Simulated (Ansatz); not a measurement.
For Sn (model structure, started from the hcp type, P6₃/mmc, No. 194, 2 atoms in the cell), PBEsol (Ansatz, a first-principles code, PAW) gives:

```
Quantity              Result
-------------------  -------
lattice constant a   3.322 Å
lattice parameter c  5.491 Å
```

Task: What does r²SCAN (Ansatz, PAW) give for the same quantities?

Result: 
- lattice constant a: 3.344 Å (grows by 0.7 %)
- lattice parameter c: 5.576 Å (rises by 1.5 %)

Changes are worked out from the printed values.

Unless a cell is named, each level is at its own relaxed cell (PBEsol 26.23, r²SCAN 27.00 Å³/atom).

Ansatz's density-functional and Hartree–Fock values are scalar-relativistic unless marked +SOC, with PAW data made under PBE.

A model structure was made by putting elements into a prototype or built by hand; it is no filed structure, need not be a known phase, and can be a saddle point held by its symmetry.
